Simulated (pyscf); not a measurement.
H₂N–SiH₂–SiH₃ + hydrogen (H₂) → silylamine (H₂N–SiH₃) + silane (SiH₄), a four-centre exchange (singlet surface; Si–Si, H–H broken, H–Si, H–Si formed). Optimised with ωB97X-D3(BJ)/def2-SVP in PySCF. Energies in kJ/mol from the separated reactants.

GFN2-xTB: tblite. 

Question: In single points GFN2-xTB puts the saddle at 237.8 kJ/mol and the reaction energy at -119.8 kJ/mol. Should these be trusted to within a few kcal/mol? Compare with ωB97M-D3(BJ)/def2-TZVP.

Answer: ωB97M-D3(BJ)/def2-TZVP gives ΔE‡ = 281.4 kJ/mol and ΔE = -30.3 kJ/mol. GFN2-xTB lies 43.6 kJ/mol under it in the barrier and 89.5 kJ/mol under it in the reaction energy, so on this step it does not hold to within 12.6 kJ/mol. ωB97M-D3(BJ)/def2-TZVP has limits of its own. At the saddle there is also a short H–Si contact that neither side keeps. H₂N–SiH₂–SiH₃ lies 61.7 kJ/mol over its isomer H₃Si–NH–SiH₃ (electronic energy, ωB97M-D3(BJ)/def2-TZVP). One saddle was located; it need not be the lowest between these sides.
